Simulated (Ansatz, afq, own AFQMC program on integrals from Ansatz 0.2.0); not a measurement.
AFQMC on a folder of integrals that Ansatz 0.2.0 wrote.

```yaml
crystal:
  periodic: [false, false, false]
  atoms:
    - {symbol: B, position_ang: [0.000000, 0.000000, 0.008418]}
    - {symbol: O, position_ang: [0.000000, 0.000000, -1.189543]}
    - {symbol: H, position_ang: [0.000000, 0.000000, 1.181125]}
basis:
  gaussian: {orbitals: cc-pVDZ}
magnetization: {spin_polarized: false}
correlation: {method: ccsd_t, electrons: outside_noble_gas, hamiltonian_folder: ham}
```

```sh
$ ansatz run in.yaml --threads 1 --pin off --events-out ev --progress --plain --max-ram 1382MiB
```

afq runs on the folder ham with

```
--method phaseless --trial cisd --walkers 100 --populations 1 --least-time 40 --time-step 0.005 --steps-per-block 50 --equilibration-blocks 28 --max-blocks 300 --target-error 0.00038 --factor-cut 1e-05 --seed 2678 --release-times 0.24,0.51,0.99,1.62,2.4 --release-step 0.03 --release-every 4 --taylor-order 6
```

Times are imaginary, in 1/Eh. The walk had a cap of 512 s.

afq prints:

```
orbitals 31  electrons 5 5  factors 229 of 304
reference energy -100.17410513 Eh
CCSD correlation -0.27517461 Eh in 11 cycles, weight of the determinant in the CISD state 0.9024
energy of the start -100.449280 Eh
 block  time / (1/Eh)  mean weight  energy / Eh
     1     0.250  0.9991  -100.446754
     2     0.500  1.0003  -100.455710
     3     0.750  1.0000  -100.458338
     4     1.000  1.0037  -100.462052
     5     1.250  1.0006  -100.466825
     7     1.750  1.0000  -100.459219
     9     2.250  0.9997  -100.455526
    17     4.250  1.0009  -100.456924
    33     8.250  1.0017  -100.458472
    49    12.250  0.9999  -100.461048
    65    16.250  1.0003  -100.463234
    81    20.250  0.9994  -100.459309
    97    24.250  0.9993  -100.452755
   113    28.250  1.0016  -100.457745
   129    32.250  0.9997  -100.464810
   145    36.250  1.0014  -100.453576
   161    40.250  0.9998  -100.461314
   177    44.250  1.0026  -100.465932
   193    48.250  1.0007  -100.457882
   201    50.250  1.0001  -100.451069
   209    52.250  0.9998  -100.457704
   225    56.250  1.0016  -100.465361
   241    60.250  0.9993  -100.466913
   257    64.250  1.0005  -100.459919
   273    68.250  1.0001  -100.457562
   289    72.250  0.9960  -100.454049
   305    76.250  0.9990  -100.451328
   321    80.250  0.9997  -100.458746
blocks merged  error / Eh  count
     1  0.000323  300
     2  0.000363  150
     4  0.000416  75
     8  0.000497  37
    16  0.000545  18
    32  0.000392  9
released: time / (1/Eh)  energy / Eh  error  mean overlap
  0.24  -100.459688  0.000614  1.0009
  0.51  -100.459535  0.000529  1.0016
  0.99  -100.460343  0.000568  1.0028
  1.62  -100.459601  0.000579  0.9832
  2.40  -100.459122  0.000861  0.9814
energy -100.459131 +/- 0.000545 Eh
(rows thinned)
```

The run passed its tests (sampling time, drift between the halves within three errors, error under three times the target), which doesn't prove that it has relaxed.

Against this walk (error 14.8 meV) on the same determinant: CCSD(T) 22.5 meV higher (within the noise), CCSDT(Q) 20.0 meV lower (within the noise). The error is statistical and leaves out the bias of the constraint. Released to 2.40 1/Eh the energy moves by 0 ± 28 meV (both errors), within twice the noise.

Cautions: constraint bias not in the error; error above the target (14.8 against 10.3 meV); higher spins were not checked; raised T1 diagnostic (T1 0.022, weight of the determinant 0.90, largest double 0.06); the bias of populations of 100 walkers isn't removed.

The walk took 4 min on 1 thread of Arm Neoverse V1 (shared host). The log's last line is the phaseless energy.

CCSDT and higher add their correlation energy to the determinant of the CCSD(T) run, since their own runs factorise the integrals more tightly (a shift of under 2 meV). A walk keeps the symmetry of its determinant, which the program's search chose and which needn't be the lowest solution, so a lower state of the same spin and another symmetry isn't excluded.
